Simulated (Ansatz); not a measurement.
# The cluster Cu₂Se: a spread of methods and bases

Aim: run the cluster Cu₂Se under a spread of inputs, and see what each costs and gives.

The runs use Ansatz 0.2.0, Gaussian basis; the settings change from run to run.

### 1 The molecule

The structure was relaxed beforehand with PBE0-D4 in a triple-zeta def2 set.

3 atoms, charge 0, spin multiplicity 1.

Atoms are counted from 1 here; the program's logs count them from 0.

Bond lengths: Cu1–Se3 2.225 Å, Cu2–Se3 2.225 Å. Angles: Cu1–Se3–Cu2 72.1°.

Coordinates:

```
Cu    0.7984   -0.5823   -1.0481
Cu   -0.6263    1.2934    0.0985
Se   -0.1720   -0.7112    0.9497
```

### 2 revPBE0/STO-3G

Set apart from the defaults: atoms shaken by 0.08 Å, D4 dispersion, relativity set to scalar.

File in.yaml:

```yaml
crystal:
  periodic: [false, false, false]
  atoms:
    - {symbol: Cu, position_ang: [0.708957, -0.564750, -1.084972]}
    - {symbol: Cu, position_ang: [-0.639573, 1.293259, 0.178685]}
    - {symbol: Se, position_ang: [-0.212556, -0.866220, 1.037760]}
basis:
  gaussian: {orbitals: STO-3G}
hamiltonian: {xc: {name: revPBE0}, dispersion: d4, pseudopotentials: {relativity: scalar}}
scf: {omitted_lower_state_checks: [starts]}
```

Launch:

```bash
> ansatz run in.yaml --threads 4 --pin off --events-out ev --progress --plain --max-ram 3916MiB
```

Output:

```text
Functional definition: revPBE0
  name "revPBE0"
  cite "Zhang & Yang, Phys. Rev. Lett. 80, 890 (1998) doi:10.1103/PhysRevLett.80.890"
  cite "Adamo & Barone, J. Chem. Phys. 110, 6158 (1999) doi:10.1063/1.478522"
  cite "Perdew, Burke & Ernzerhof, Phys. Rev. Lett. 77, 3865 (1996) doi:10.1103/PhysRevLett.77.3865"
  parameter a = 0.25
  parameter kappa = 1.245
  parameter beta = 0.06672455060314922
  exchange = (1 - a)*pbe_x(kappa = kappa, mu = beta*pi^2/3) + a*exact_x
  correlation = pbe_c(beta = beta)
these checks for a lower state are left out or cut short: starts
481 factors; integrals over basis functions are off by at most 7.9e-4 eV
mean field evaluation 1: about -153437.8352 eV, gradient 1.3e2 eV
mean field evaluation 2: about -152223.0975 eV, gradient 9.3e2 eV
mean field evaluation 4: about -153946.9252 eV, gradient 8.9e1 eV
mean field evaluation 8: about -153972.7343 eV, gradient 1.0e2 eV
mean field evaluation 16: about -154066.2898 eV, gradient 1.1e1 eV
mean field evaluation 32: about -154066.9328 eV, gradient 9.7e-5 eV
a density is far from that of the atoms, so the factors are made again for it
518 factors; integrals over basis functions are off by at most 7.1e-5 eV
mean field -154066.93171713 eV, -5661.8553102874 hartree, gradient 5.3e-6 eV, S^2 0.000000; 0 other end points of the search recorded, 0 dependent functions left out
reference -154066.93173843 eV, -5661.8553110704 hartree; 46, 46 occupied and 8, 8 virtual orbitals, 518 factors
Total energy: -154067.18877760 eV, -5661.8647570854 hartree
Relativity: scalar
Checks for a lower state left out: starts
```

Wall time 7.5 s (4 threads of AMD EPYC 7R43, shared host).

### 3 wB97M-V/def2-TZVPD

This run has atoms shaken by 0.03 Å.

File in.yaml:

```yaml
crystal:
  periodic: [false, false, false]
  atoms:
    - {symbol: Cu, position_ang: [0.759888, -0.558796, -1.045804]}
    - {symbol: Cu, position_ang: [-0.643385, 1.312733, 0.139734]}
    - {symbol: Se, position_ang: [-0.179650, -0.706718, 0.931104]}
basis:
  gaussian: {orbitals: def2-TZVPD}
hamiltonian: {xc: {name: wB97M-V}}
output: {forces: true}
```

The command is unchanged.

Output (excerpt; [...] marks lines left out):

```text
Functional definition: wB97M-V
  name "wB97M-V"
  cite "Mardirossian & Head-Gordon, J. Chem. Phys. 144, 214110 (2016) doi:10.1063/1.4952647"
  cite "Becke, J. Chem. Phys. 107, 8554 (1997) doi:10.1063/1.475007"
  cite "Vydrov & Van Voorhis, J. Chem. Phys. 133, 244103 (2010) doi:10.1063/1.3521275"
  # Of w^i u^j: cxij and so on, Table III.
[...]
  gx(w, u) = 1 - cx + cx01*u + cx10*w
  gss(w, u) = css00 + css04*u^4 + css10*w + css20*w^2 + css43*w^4*u^3
  gos(w, u) = cos00 + cos10*w + (cos20 + cos21*u)*w^2 + (cos60 + cos61*u)*w^6
[...]
      + integral(e_c_pw_mod_opposite_spin*gos(b97_w_opposite, b97_u_opposite)) + vv10(b, c)
1318 factors; integrals over basis functions are off by at most 7.1e-4 eV
235 factors; integrals over basis functions are off by at most 1.1e-4 eV
[...]
mean field -154624.54862352 eV, -5682.3473536309 hartree, gradient 2.8e-5 eV, S^2 0.000000; 0 other end points of the search recorded, 0 dependent functions left out
[...]
reference -154624.54868390 eV, -5682.3473558500 hartree; 46, 46 occupied and 107, 107 virtual orbitals, 1318 factors
Total energy: -154624.54868390 eV, -5682.3473558500 hartree
Atom 0 at     0.759888    -0.558796    -1.045804 Å, force     0.177759    -0.010795    -0.341276 eV/Å
Atom 1 at    -0.643385     1.312733     0.139734 Å, force    -0.044536     0.115369    -0.009645 eV/Å
Atom 2 at    -0.179650    -0.706718     0.931104 Å, force    -0.133223    -0.104574     0.350921 eV/Å
Dipole moment:     0.142065     0.659911    -0.837342 e Å
```

It took 15 s on 4 threads of AMD EPYC 7R43, shared host; peak memory 0.6 GiB.

Largest force 0.390 eV/Å, dipole 5.17 D.

### 4 MP2/6-31G

Options: atoms shaken by 0.03 Å, the search for lower states set to light.

File in.yaml:

```yaml
crystal:
  periodic: [false, false, false]
  atoms:
    - {symbol: Cu, position_ang: [0.756435, -0.538921, -1.044008]}
    - {symbol: Cu, position_ang: [-0.587961, 1.306879, 0.191110]}
    - {symbol: Se, position_ang: [-0.117821, -0.693965, 0.959047]}
basis:
  gaussian: {orbitals: 6-31G}
hamiltonian: {xc: {name: HF}}
correlation: {method: mp2}
scf: {lower_state_search: light}
```

Launched as before.

Output (excerpt; [...] marks lines left out):

```text
Functional definition: HF
  name "HF"
  cite "Fock, Z. Phys. 61, 126 (1930) doi:10.1007/BF01340294"
  parent pbe
[...]
816 factors; integrals over basis functions are off by at most 7.4e-4 eV
[...]
mean field -154472.35489796 eV, -5676.7543373773 hartree, gradient 5.4e-6 eV, S^2 0.000000; 1 other end points of the search recorded, 0 dependent functions left out
19 core orbitals not correlated: weight in the atoms' cores, before any rotation towards them, 1.000 or more for the frozen orbitals, at most 0.000 for the correlated occupied ones
reference -154472.35489796 eV, -5676.7543373773 hartree; 27, 27 occupied and 41, 41 virtual orbitals, 816 factors
second order -22.45495338 eV of doubles, -0.00000000 eV of singles
Total energy: -154494.80985134 eV, -5677.5795416935 hartree
```

Wall time 2 s (4 threads of AMD EPYC 7R43, shared host).

### 5 The runs in one table

| level | charge | multiplicity | geometry | functions | energy (eV) | time |
| --- | --- | --- | --- | --- | --- | --- |
| revPBE0/STO-3G | 0 | 1 | shaken | 54 | -154067.189 | 7.5 s |
| wB97M-V/def2-TZVPD | 0 | 1 | shaken | 153 | -154624.549 | 15 s |
| MP2/6-31G | 0 | 1 | shaken | 87 | -154494.810 | 2 s |

### 6 Results

```
quantity                     value
    runs                         3
quickest            MP2/6-31G, 2 s
 slowest  wB97M-V/def2-TZVPD, 15 s
```

The runs differ in state or geometry as well as level, so their energies can't be set against each other. wB97M-V/def2-TZVPD took 8 times as long as MP2/6-31G. The jobs differ in tasks and options as well as level.
